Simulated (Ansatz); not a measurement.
**BHCl+ (singlet): wave-function methods side by side, cc-pVDZ**

The task here is to estimate one member of a computed series from the others.

Program: Ansatz 0.2.0, Gaussian basis. Level of theory: cc-pVDZ, core rule «outside noble gas», up to 6 orbitals frozen. These are calculated values, not measurements.

The runs, in order: UHF; CCSD(T) on RHF; BCCD(T) on RHF; CISD; CCSDT(Q) on RHF; CCSDTQ on RHF; CASSCF and MRCISD+Q, 10 electrons in 9 orbitals; CASSCF and NEVPT4(SD), 10 electrons in 9 orbitals; CASSCF and NEVPT2, 10 electrons in 9 orbitals.

9 further runs of the same task are left out: 5 for a known fault of the program, 4 set aside as unsound or not needed.

**The system**

The geometry is a PBE0/def2-TZVP stationary point (not a proven minimum) of the parent state, kept for this charge and spin.

3 atoms, charge 1, spin multiplicity 1.

Atoms are counted from 1 here; the program's logs count them from 0.

Bond lengths: B1–Cl2 1.710 Å, B1–H3 1.193 Å. Angles: Cl2–B1–H3 123.6°.

Set-up of the first run:

Contents of in.yaml:

```yaml
crystal:
  periodic: [false, false, false]
  atoms:
    - {symbol: B, position_ang: [0.000000, -0.186113, 1.254645]}
    - {symbol: Cl, position_ang: [0.000000, 0.036461, -0.440547]}
    - {symbol: H, position_ang: [0.000000, 0.713740, 2.038566]}
basis:
  gaussian: {orbitals: cc-pVDZ}
total_charge: 1
magnetization: {spin_polarized: true, initial_magnetization: 0}
hamiltonian: {xc: hf}
output: {orbitals: {seedname: orbitals}}
```

The run is started by

```sh
> ansatz run in.yaml --threads 1 --pin off --events-out ev --progress --plain --max-ram 4096MiB --backend cpu
```

Steps of the session up to this table: UHF; CCSD(T) on RHF; BCCD(T) on RHF; CISD; CCSDT(Q) on RHF; CCSDTQ on RHF; CASSCF and MRCISD+Q, 10 electrons in 9 orbitals; CASSCF and NEVPT4(SD), 10 electrons in 9 orbitals; CASSCF and NEVPT2, 10 electrons in 9 orbitals.

One of the session's tables, all rows but one given; the rest of the session is left out.

| method | from RCCSDTQ (meV) |
| --- | --- |
| RHF | +6411.8 |
| RMP2 | +903.1 |
| CISD | +687.1 |
| RCCSD | +276.3 |
| RCCSD(T) | +39.3 |
| BCCD(T) | +38.8 |
| RCCSDT | +13.4 |
| RCCSDT(Q) | -5.0 |
| RCCSDTQ | 0 |
| CASSCF valence | ? |
| NEVPT2 valence | +903.0 |
| NEVPT4(SD) valence | +131.2 |
| MRCISD valence | +251.3 |
| MRCISD+Q valence | +38.1 |

Q: Estimate the row for CASSCF valence from the others.

As computed: from RCCSDTQ (meV): +4001.9. In the column «from RCCSDTQ (meV)» it lies between RMP2 (+903.1) and RHF (+6411.8).
